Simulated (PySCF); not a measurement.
N-methylisobutylamine, C5H13N.
SMILES: `CNCC(C)C`

Torsions of this conformer, `[CH3:1][NH:2][CH2:3][CH:4]([CH3:5])[CH3:6]`: C1–N2–C3–C4 -178°, N2–C3–C4–C5 -175°.

The closed-shell ground state was solved at several levels (PySCF, density fitting, gas phase, non-relativistic). One conformer (not necessarily the lowest) at the PBE0-D3(BJ)/def2-SVP geometry, without solvent, vibrations or thermal averaging.

```csv
level,basis functions,HOMO (eV),LUMO (eV),gap (eV),dipole (D)
KT3/pcSseg-1,167,-5.03,0.52,5.55,0.87
PBE0/cc-pVDZ,149,-6.13,1.90,8.03,0.86
PBE0/pcSseg-1,167,-6.28,1.47,7.75,0.97
LC-wPBE/pcSseg-1,167,-9.05,3.68,12.73,1.03
LDA/pcSseg-1,167,-4.92,0.41,5.33,0.95
PBE0/STO-3G,43,-3.52,9.68,13.20,1.03
HF/pcSseg-1,167,-9.87,4.36,14.23,1.06
B97-2/pcSseg-1,167,-6.03,1.50,7.53,0.95
mPW1PW91/pcSseg-1,167,-6.32,1.51,7.83,0.97
wB97X-D/pcSseg-1,167,-8.19,3.30,11.49,0.99
KT2/pcSseg-1,167,-5.01,0.54,5.55,0.88
B3LYP/pcSseg-1,167,-6.05,1.14,7.19,0.95
```

What might OPBE/pcSseg-1 (167 basis functions) give for the same quantities?

HOMO -4.81 eV, LUMO 0.91 eV, gap 5.72 eV, dipole 0.90 D.

Over all these levels, which gives the widest orbital gap and which the narrowest?

HF/pcSseg-1 (Hartree–Fock, all exact exchange) has the widest, 14.23 eV, and LDA/pcSseg-1 (LDA) the narrowest, 5.33 eV. The two share the basis. From the narrowest to the widest the HOMO moves by -4.95 eV and the LUMO by +3.95 eV.

How much does the basis alone move the frontier levels among the 3 PBE0 rows?

The HOMO by 2.76 eV and the LUMO by 8.21 eV. By rising basis size (HOMO, LUMO in eV): STO-3G -3.52, 9.68; cc-pVDZ -6.13, 1.90; pcSseg-1 -6.28, 1.47.

In the pcSseg-1 basis, how does the gap go with the fixed share of exact exchange?

LDA (0 %) 5.33 eV; KT2 (0 %) 5.55 eV; KT3 (0 %) 5.55 eV; OPBE (0 %) 5.72 eV; B3LYP (20 %) 7.19 eV; B97-2 (21 %) 7.53 eV; PBE0 (25 %) 7.75 eV; mPW1PW91 (25 %) 7.83 eV; HF (100 %) 14.23 eV. Each rise in the share widens the gap here.

How far do the dipole and the HOMO energy spread over the levels?

The dipole runs from 0.86 to 1.06 D (mean 0.95 D) and the HOMO from -9.87 to -3.52 eV.
